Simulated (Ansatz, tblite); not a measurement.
# [Al(CN)H3]- (CH₃AlN−): charged states by level of theory

The task here is to estimate one member of a computed series from the others.

Computed with Ansatz 0.2.0, Gaussian basis. Level: as each input shows.

Levels to be run: charge 0 doublet, at the geometry of the singlet (PBE0-D4/def2-TZVPD, PBE-D4/def2-TZVPD, r2SCAN-D4/def2-TZVPD, CCSD(T)/def2-TZVPPD); the starting singlet's energies come from earlier runs.

## The geometry

The geometry is that of the singlet, from an earlier relaxation (r2SCAN-D4/def2-TZVPD).

6 atoms, charge -1, spin multiplicity 1.

Atoms are counted from 1 here; the program's logs count them from 0.

Bond lengths: Al1–C2 2.024 Å, Al1–H4 1.625 Å, Al1–H5 1.625 Å, Al1–H6 1.625 Å, C2–N3 1.162 Å. Angles: C2–Al1–H4 106.5°, C2–Al1–H5 106.8°, C2–Al1–H6 106.6°, H4–Al1–H5 112.1°, H4–Al1–H6 112.2°, H5–Al1–H6 112.1°, Al1–C2–N3 179.2°.

Geometry (Å):

```tsv
atom	x (Å)	y (Å)	z (Å)
Al1	-0.00656	0.00754	-0.63534
C2	0.00634	-0.01003	1.38849
N3	0.02635	-0.03051	2.55024
H4	1.54824	0.02283	-1.10729
H5	-0.79716	1.35313	-1.08894
H6	-0.77721	-1.34297	-1.10716
```

The ion is computed in the gas phase, without counter-ions or solvent.

Set-up of the first run:

in.yaml reads:

```yaml
crystal:
  periodic: [false, false, false]
  atoms:
    - {symbol: Al, position_ang: [-0.006561, 0.007545, -0.635343]}
    - {symbol: C, position_ang: [0.006336, -0.010031, 1.388487]}
    - {symbol: N, position_ang: [0.026351, -0.030511, 2.550239]}
    - {symbol: H, position_ang: [1.548236, 0.022828, -1.107293]}
    - {symbol: H, position_ang: [-0.797162, 1.353133, -1.088944]}
    - {symbol: H, position_ang: [-0.777210, -1.342974, -1.107157]}
basis:
  gaussian: {orbitals: def2-SVP}
magnetization: {spin_polarized: true, initial_magnetization: 1}
hamiltonian: {xc: pbe0, dispersion: d4}
output: {orbitals: {seedname: orbitals}}
```

Started as:

```sh
ansatz run in.yaml --threads 4 --pin off --events-out ev --progress --plain --max-ram 3916MiB
```

Steps of the session up to this table: Charge 0 doublet at the fixed geometry, first pass, PBE0-D4/def2-SVP; Charge 0 doublet at the fixed geometry, PBE0-D4/def2-TZVPD; Charge 0 doublet at the fixed geometry, PBE-D4/def2-TZVPD; Charge 0 doublet at the fixed geometry, r2SCAN-D4/def2-TZVPD; Charge 0 doublet at the fixed geometry, CCSD(T)/def2-TZVPPD.

One of the session's tables, all rows but one given; the rest of the session is left out.

It belongs to the step «Vertical ionisation energy». 

```
              method  vertical ionisation energy (eV)
      HF/def2-TZVPPD                             5.00
   PBE-D4/def2-TZVPD                             4.97
r2SCAN-D4/def2-TZVPD                                ?
  PBE0-D4/def2-TZVPD                             5.33
     MP2/def2-TZVPPD                             5.70
    CCSD/def2-TZVPPD                             5.70
 CCSD(T)/def2-TZVPPD                             5.68
```

**Question.** Estimate the row for r2SCAN-D4/def2-TZVPD.

The run gave: vertical ionisation energy (eV): 5.11. In the column «vertical ionisation energy (eV)» it lies between HF/def2-TZVPPD (5.00) and PBE0-D4/def2-TZVPD (5.33).
